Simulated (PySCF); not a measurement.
# Li₂S, singlet: data card

Level of theory: PySCF, PBE0, basis S def2-TZVP, Li def2-TZVP (no relativity, density fitting).

The structure is a minimum.

Coordinates in bohr (charge 0 multiplicity 1):
```
S     0.0000    0.0000   -0.4421
Li    3.6318    0.0000    1.0058
Li   -3.6318    0.0000    1.0058
```

```json
{
 "Point group": "C2v",
 "Bond lengths": "S–Li 2.069 Å (×2)",
 "Bond angles": "Li–S–Li 136.5°",
 "Lowest empty level": "-0.85 eV",
 "Atomisation energy without zero-point energy": "590 kJ/mol",
 "Principal polarisabilities": "49.8, 52.8, 74.9 bohr³",
 "Rotational constants": "2.945, 0.3253, 0.2929 cm⁻¹",
 "Rotational symmetry number": "2",
 "Highest occupied level": "-4.48 eV",
 "Dipole moment": "4.19 D",
 "Heat capacity Cp at 298.15 K": "49.5 J/(mol K)",
 "Principal quadrupole moments (Buckingham, traceless) about the centre of mass": "-17.04, -13.16, 30.20 D Å",
 "Entropy at 298.15 K and 1 bar": "262.2 J/(mol K)",
 "Enthalpy at 298.15 K above 0 K": "12.81 kJ/mol",
 "Zero-point energy": "8.0 kJ/mol"
}
```

Harmonic modes (masses in u: S 31.972, Li 7.016):
```json
{"symmetry": "a1", "ω (cm⁻¹)": "57", "IR (km/mol)": "107", "μ (u)": "8.75"}
{"symmetry": "a1", "ω (cm⁻¹)": "603", "IR (km/mol)": "13.8", "μ (u)": "7.31"}
{"symmetry": "b2", "ω (cm⁻¹)": "678", "IR (km/mol)": "226", "μ (u)": "8.93"}
```

In C2v the vibrations span 2a1 + b2. Here b1 is antisymmetric to the molecular plane and b2 lies in it.

Charges (e):
```json
{"atom": "S1", "Mulliken": "-1.18", "Löwdin": "-0.65", "polar tensor": "-1.26", "Mayer order to S1": "–"}
{"atom": "Li2,3", "Mulliken": "0.59", "Löwdin": "0.32", "polar tensor": "0.63", "Mayer order to S1": "0.73"}
```

Mulliken populations on S1: s 5.91, p 11.25, d 0.01, f 0.00.

Other isomers or separated fragments may lie lower.

The final relaxation and frequency run took roughly 11 core-seconds on a shared host.
